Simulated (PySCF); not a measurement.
## F₂⁻: mean field, correlation and small terms against distance

State: doublet, unpaired electrons σ ↑. ROHF-based CCSD(T) in PySCF 2.14 with F aug-cc-pVDZ and F aug-cc-pVTZ (frozen core orbitals: 2; no relativity). Correlation energies are extrapolated as n⁻³ (n = 2, 3), Hartree–Fock as (n+1)·exp(−9√n). CV is the change on freezing 0 orbitals instead, in F cc-pwCVTZ. SR is the spin-free X2C energy in F cc-pVTZ-DK less the non-relativistic one in F cc-pVTZ. All energies in eV from F + F⁻.

| R (Å) | HF/CBS | CCSD corr. | (T) | CV | SR | total |
| --- | --- | --- | --- | --- | --- | --- |
| 1.7522 | 0.303 | -1.257 | -0.1348 | -0.0005 | -0.0012 | -1.090 |
| 1.8318 | 0.231 | -1.284 | -0.1425 | 0.0002 | -0.0007 | -1.196 |
| 1.9115 | 0.232 | -1.312 | -0.1498 | 0.0007 | -0.0005 | -1.229 |
| 1.9911 | 0.280 | -1.339 | -0.1569 | 0.0010 | -0.0003 | -1.215 |
| 2.0708 | 0.356 | -1.364 | -0.1635 | 0.0012 | -0.0002 | -1.171 |
| 2.1703 | 0.472 | -1.393 | -0.1713 | 0.0013 | -0.0001 | -1.091 |
| 2.2699 | 0.597 | -1.419 | -0.1784 | 0.0014 | -0.0001 | -0.999 |

A fit to the total gives Re = 1.9216 Å, De = 1.230 eV, ωe = 447.1 cm⁻¹, Be = 0.4806 cm⁻¹ (masses 18.9984 and 18.9984 u).

Problem. At R = 1.9115 Å the CCSD correlation energy is -0.452106 hartree in the smaller basis and -0.557641 in the larger. Extrapolate it.

Solution. (3³·E3 − 2³·E2)/(3³ − 2³) = -0.60208 hartree; the larger basis holds 92.6 % of it.

The T1 diagnostic is 0.024. The state was picked by a PBE0 search and need not be the measured ground state. Spin–orbit coupling, excitations beyond (T) and corrections to the Born–Oppenheimer picture are left out.
